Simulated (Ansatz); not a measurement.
**C₃H₇+: single points off equilibrium**

The task here is to estimate one member of a computed series from the others.

The runs use Ansatz 0.2.0, Gaussian basis; single points in def2-TZVPP.

Cores are frozen in the correlated methods.

## Where the work starts

SMILES `C[CH+]C`, 10 atoms, charge 1, spin multiplicity 1.

Atoms are counted from 1 here; the program's logs count them from 0.

Bond lengths: C1–C2 1.413 Å, C1–H4 1.128 Å, C1–H5 1.115 Å, C1–H6 1.067 Å, C2–C3 1.475 Å, C2–H7 1.061 Å, C3–H8 1.068 Å, C3–H9 1.079 Å, C3–H10 1.099 Å. Angles: C2–C1–H4 107.9°, C2–C1–H5 109.1°, C2–C1–H6 117.0°, H4–C1–H5 99.2°, H4–C1–H6 109.6°, H5–C1–H6 112.5°, C1–C2–C3 124.3°, C1–C2–H7 118.3°, C3–C2–H7 117.4°, C2–C3–H8 108.9°, C2–C3–H9 114.1°, C2–C3–H10 108.5°, H8–C3–H9 111.5°, H8–C3–H10 102.5°, H9–C3–H10 110.6°.

Geometry (Å):

| atom | x (Å) | y (Å) | z (Å) |
| --- | --- | --- | --- |
| C1 | -0.8823 | 0.7951 | -0.4504 |
| C2 | 0.1640 | -0.1542 | -0.4434 |
| C3 | 0.7757 | -0.7074 | 0.7799 |
| H4 | -1.7398 | 0.3604 | -1.0410 |
| H5 | -0.6073 | 1.6366 | -1.1284 |
| H6 | -1.2355 | 1.1339 | 0.4972 |
| H7 | 0.5529 | -0.4808 | -1.3746 |
| H8 | 0.7363 | -1.7741 | 0.7355 |
| H9 | 0.3457 | -0.3340 | 1.6960 |
| H10 | 1.8558 | -0.5079 | 0.7511 |

The first run:

Contents of run/in.yaml:

```yaml
crystal:
  periodic: [false, false, false]
  atoms:
    - {symbol: C, position_ang: [-0.882300, 0.795100, -0.450400]}
    - {symbol: C, position_ang: [0.164000, -0.154200, -0.443400]}
    - {symbol: C, position_ang: [0.775700, -0.707400, 0.779900]}
    - {symbol: H, position_ang: [-1.739800, 0.360400, -1.041000]}
    - {symbol: H, position_ang: [-0.607300, 1.636600, -1.128400]}
    - {symbol: H, position_ang: [-1.235500, 1.133900, 0.497200]}
    - {symbol: H, position_ang: [0.552900, -0.480800, -1.374600]}
    - {symbol: H, position_ang: [0.736300, -1.774100, 0.735500]}
    - {symbol: H, position_ang: [0.345700, -0.334000, 1.696000]}
    - {symbol: H, position_ang: [1.855800, -0.507900, 0.751100]}
basis:
  gaussian: {orbitals: def2-TZVPP}
total_charge: 1
correlation: {method: ccsd_t}
output: {forces: true}
```

On the command line:

```bash
> ansatz run in.yaml --threads 4 --pin off --events-out ev --progress --plain --max-ram 5222MiB
```

Steps of the session up to this table: CCSD(T)/def2-TZVPP; PBE0-D4/def2-TZVPP; wB97M-V/def2-TZVPP; r2SCAN-D4/def2-TZVPP; PBE-D4/def2-TZVPP; revPBE-D4/def2-TZVPP; CAM-B3LYP-D4/def2-TZVPP.

One table of the session follows, with a row left open; its other results are not shown here.

```
      method  RMS force component (eV/Å)  angle to CCSD(T) forces (°)
     CCSD(T)                       0.634                    reference
     PBE0-D4                           ?                            ?
     wB97M-V                       0.638                          8.5
   r2SCAN-D4                       0.674                         15.0
      PBE-D4                       0.731                         20.7
   revPBE-D4                       0.710                         17.5
CAM-B3LYP-D4                       0.659                         12.2
```

Estimate the missing values for PBE0-D4.

**Answer.** RMS force component (eV/Å): 0.685; angle to CCSD(T) forces (°): 14.9. In the column «RMS force component (eV/Å)» it lies between r2SCAN-D4 (0.674) and revPBE-D4 (0.710).
